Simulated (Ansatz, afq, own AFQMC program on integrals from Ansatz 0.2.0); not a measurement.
**AuSiH3, singlet in def2-SVP, levels against CCSDT(Q)**

```xyz
5

Au   -0.3188    0.0021    0.0018
Si    1.9697   -0.0127   -0.0110
H     2.4639   -1.4148   -0.0088
H     2.4842    0.6879    1.1951
H     2.4705    0.6792   -1.2279
```

Connectivity, by distances: Au–SiH3.

Basis def2-SVP with its core potentials. Noble-gas cores (and the filled d shells of Ga–Kr and In–Xe) are frozen. Integrals, coupled cluster, full CI and functionals: Ansatz 0.2.0; the random walks run on the same integrals in our own AFQMC program. ph-AFQMC/CISD is guided by a CISD state made of CCSD amplitudes; releasing the constraint for a short imaginary time cuts its bias at the price of noise, slowly where states lie close. Uncertainties: one standard error, sampling alone. No spin–orbit coupling. The metal's outer-core s and p shells are frozen, which shifts wave-function levels against functionals.

Determinant: RHF, the one that the program's search chose, which needn't be the lowest solution. The geometry is a PBE0/def2-TZVP stationary point of this or a neighbouring charge and spin state.

No full CI on the walks' own integrals is used here; CCSDT(Q) serves as the reference and is uncertain by about the last step of the cluster series.

Cautions: no spin-orbit coupling; outer-core shells of the metal frozen.

```
T1 diagnostic                               : 0.0225
weight of the determinant in the CISD state : 0.846
size of the correlated space                : 18 electrons in 56 orbitals
```

Problem. Estimate: order these by the size of their error in total energy against CCSDT(Q), smallest first.
A. phaseless AFQMC with the Hartree–Fock trial
B. AFQMC with the constraint released
C. MP2
D. CCSD

Solution. B (6.2 ± 10.6 meV), A (149.9 ± 32.8 meV), D (292.7 meV), C (398.3 meV).

Reference: CCSDT(Q), correlation energy -11.272 eV. The released energy is read at 2.60 1/Eh (meV from the phaseless value at times in 1/Eh: -1 ± 6 at 0.24, 3 ± 4 at 0.60, 3 ± 6 at 1.20, 6 ± 8 at 1.80, -4 ± 11 at 2.60).

A walk keeps the symmetry of its determinant, which the program's search chose and which needn't be the lowest solution, so a lower state of the same spin and another symmetry isn't excluded. Released energies are given only where the last usable release times agree within the noise; a slower fall can still hide under it.
